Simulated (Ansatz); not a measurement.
Program: Ansatz 0.2.0.

A structure relaxed at PBE0-D4/def2-TZVP, charge 0, multiplicity 1:

```xyz
13

C     0.191    1.220   -1.681
C     0.104    0.186   -0.873
C     0.630   -1.109   -0.451
C    -0.546   -0.449    0.269
C    -0.369    0.103    1.658
H     0.943    1.265   -2.461
H    -0.488    2.061   -1.593
H     1.584   -1.133    0.069
H     0.431   -1.983   -1.063
H    -1.514   -0.906    0.075
H    -1.098    0.891    1.864
H     0.627    0.534    1.776
H    -0.495   -0.680    2.411
```

**Question.** Give its formula and SMILES.

**Answer.** C5H8, `C=C1CC1C`.

**Question.** Point group (tolerance 0.08 Å, 0.16 Å for H)?

**Answer.** C1.

**Question.** Summarise the bond lengths by kind.

**Answer.** 5 × C–C 1.315 to 1.529 Å; 8 × C–H 1.085 to 1.093 Å.
